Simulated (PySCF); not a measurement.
## How the functional moves excitation energies

Species: nitrosyl fluoride, FNO.
SMILES: `O=NF`

Linear-response calculations in the def2-SVPD basis (PySCF; singlets by full response, triplets Tamm–Dancoff, core orbitals frozen in the response; HF means time-dependent Hartree–Fock). 'Strongest' is the level of largest summed f among the singlets computed (10 roots, of which the last may lack a degenerate partner); it can jump between rows when another state enters that window. S1 is the lowest singlet of each run and needn't be the same state throughout; f(S1) is that of one state. Isolated species at its PBE0-D3(BJ)/def2-SVP geometry, gas phase.

```json
{"functional": "LDA", "kind": "LDA", "S1 (eV)": "4.07", "f(S1)": "0.002", "strongest (eV)": "9.54", "T1 (eV)": "2.99", "HOMO (eV)": "-8.41", "gap (eV)": "3.44", "ionisation energy, ΔSCF (eV)": "13.22"}
{"functional": "PBE", "kind": "GGA", "S1 (eV)": "4.11", "f(S1)": "0.002", "strongest (eV)": "9.55", "T1 (eV)": "2.94", "HOMO (eV)": "-8.22", "gap (eV)": "3.55", "ionisation energy, ΔSCF (eV)": "12.93"}
{"functional": "B3LYP", "kind": "global hybrid, 20% exact exchange", "S1 (eV)": "4.03", "f(S1)": "0.002", "strongest (eV)": "9.80", "T1 (eV)": "2.87", "HOMO (eV)": "-9.70", "gap (eV)": "5.89", "ionisation energy, ΔSCF (eV)": "13.21"}
{"functional": "PBE0", "kind": "global hybrid, 25% exact exchange", "S1 (eV)": "4.03", "f(S1)": "0.002", "strongest (eV)": "9.97", "T1 (eV)": "2.81", "HOMO (eV)": "-9.91", "gap (eV)": "6.47", "ionisation energy, ΔSCF (eV)": "13.12"}
{"functional": "BHandHLYP", "kind": "global hybrid, 50% exact exchange", "S1 (eV)": "3.97", "f(S1)": "0.002", "strongest (eV)": "10.44", "T1 (eV)": "2.78", "HOMO (eV)": "-11.61", "gap (eV)": "9.50", "ionisation energy, ΔSCF (eV)": "13.19"}
{"functional": "CAM-B3LYP", "kind": "range-separated hybrid", "S1 (eV)": "3.99", "f(S1)": "0.002", "strongest (eV)": "9.93", "T1 (eV)": "2.83", "HOMO (eV)": "-11.46", "gap (eV)": "9.27", "ionisation energy, ΔSCF (eV)": "13.29"}
{"functional": "wB97X-D", "kind": "range-separated hybrid", "S1 (eV)": "4.02", "f(S1)": "0.002", "strongest (eV)": "10.00", "T1 (eV)": "2.92", "HOMO (eV)": "-11.89", "gap (eV)": "10.38", "ionisation energy, ΔSCF (eV)": "13.19"}
{"functional": "LC-wPBE", "kind": "range-separated hybrid", "S1 (eV)": "3.97", "f(S1)": "0.002", "strongest (eV)": "10.01", "T1 (eV)": "2.77", "HOMO (eV)": "-12.72", "gap (eV)": "11.96", "ionisation energy, ΔSCF (eV)": "13.27"}
{"functional": "HF", "kind": "Hartree–Fock", "S1 (eV)": "3.97", "f(S1)": "0.002", "strongest (eV)": "11.63", "T1 (eV)": "2.71", "HOMO (eV)": "-14.23", "gap (eV)": "15.70", "ionisation energy, ΔSCF (eV)": "not settled"}
```

S1 runs from 3.97 eV (HF) to 4.11 eV (PBE), a spread of 0.15 eV, while the orbital gap spreads over 12.3 eV. −ε(HOMO) comes closest to its own ΔSCF ionisation energy with LC-wPBE (-0.55 eV) and misses most with LDA (-4.81 eV). 'Not settled' means that the ion's SCF failed to converge or may have ended in another state than the lowest.
